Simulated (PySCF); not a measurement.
**Orbital energies and ionisation energy**

Species: methylsilylchloride, CH5ClSi.
Cartesian coordinates in Å at the PBE0-D3(BJ)/def2-SVP level; atoms count from 1:
```
atom  x, y, z in Å
C1     1.0100    0.1577    0.0602
Si2   -0.8135   -0.2697   -0.0574
Cl3   -1.9450    1.4723   -0.1445
H4     1.4433   -0.2171    0.9994
H5     1.5706   -0.2795   -0.7795
H6     1.1475    1.2489    0.0315
H7    -1.2769   -1.0420    1.1312
H8    -1.1179   -1.0518   -1.2899
```

Level: CAM-B3LYP/def2-SVPD (PySCF). Frontier orbitals with their largest atomic shares (Löwdin; up to four atoms above 4 %):

```json
{"orbital": "HOMO−3", "ε (eV)": "-11.79", "main atoms": "Cl3 32 %, Si2 26 %, H8 13 %, H7 12 %"}
{"orbital": "HOMO−2", "ε (eV)": "-11.63", "main atoms": "Cl3 30 %, C1 27 %, Si2 21 %, H6 8 %"}
{"orbital": "HOMO−1", "ε (eV)": "-10.17", "main atoms": "?"}
{"orbital": "HOMO", "ε (eV)": "-10.15", "main atoms": "?"}
{"orbital": "LUMO", "ε (eV)": "0.96", "main atoms": "Si2 35 %, Cl3 24 %, H7 11 %, H8 11 %"}
{"orbital": "LUMO+1", "ε (eV)": "1.08", "main atoms": "Si2 38 %, C1 19 %, Cl3 14 %, H5 8 %"}
{"orbital": "LUMO+2", "ε (eV)": "1.70", "main atoms": "Si2 26 %, Cl3 20 %, H8 13 %, H7 13 %"}
```

Task: What vertical ionisation energy does ΔSCF give, and how far is −ε(HOMO) from it?

Result: ΔSCF: 11.20 eV (1081 kJ/mol; threshold wavelength 111 nm); ⟨S²⟩ of the doublet left behind is 0.759, against 0.75 for a pure doublet. −ε(HOMO) is 10.15 eV, 1.05 eV below it. In exact Kohn–Sham theory the two would be equal; CAM-B3LYP (range-separated hybrid) falls short of its own ΔSCF value by 9 %.

Task: On which atoms does the HOMO lie?

Result: HOMO: Cl3 59 %, Si2 18 %, H8 11 %, H7 9 %; HOMO−1: Cl3 59 %, C1 17 %, Si2 14 %, H7 4 %. These 2 orbitals lie within 0.02 eV of one another. The HOMO−2 lies 1.48 eV lower.

Task: With α = 53.9 au, estimate the like-pair dispersion coefficient by London's formula C6 = (3/4)α²I.

Result: I = 0.4117 Eh, so C6 ≈ 896 au, a rough estimate.

Task: How many of the 10 lowest singlet excitations (vertical TDDFT, same level) lie below the ionisation energy?

Result: All 10; they run from 7.50 to 9.21 eV.

Task: What kinetic energy would electrons from this vertical process carry with Lyman-α light (10.199 eV)?

Result: The photon is 1.00 eV short of the vertical value.

Geometry: PBE0-D3(BJ)/def2-SVP; no solvent, vibrations or thermal averaging.

The run behind these numbers computed excited states and ΔSCF ions as well. Time: 23 s of wall time. Hardware: one thread of an Arm Neoverse V2, shared host.
